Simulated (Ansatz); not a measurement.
Results of r²SCAN in Ansatz (PAW) for solid iodine.

Settings: plane-wave cutoff 600 eV, 6×6×2 k mesh (along the axes of the cell as run), scalar-relativistic PAW data made under PBE.

Computed at the level's own relaxed cell.

**Question.** Estimate the polycrystal shear modulus (Hill average), elastic constant C66, Poisson ratio, elastic constant C11, elastic constant C12, elastic constant C13, elastic constant C33 and elastic constant C44 that the calculation returns.

**Answer.** 
- polycrystal shear modulus (Hill average): 6.15 GPa
- elastic constant C66: 4.09 GPa
- Poisson ratio: 0.229
- elastic constant C11: 10.1 GPa
- elastic constant C12: 2.84 GPa
- elastic constant C13: -0.19 GPa
- elastic constant C33: 33.7 GPa
- elastic constant C44: 21.9 GPa

Note: the cell comes from a level without a dispersion term, which matters for the spacing of layers, chains or molecules.

Elastic constants are with the ions relaxed.

Spin–orbit coupling is not included.

Computed values are for the static lattice.

Cost on a shared machine: around 29 core-minutes (rough).

Ansatz is a program for electronic structure.
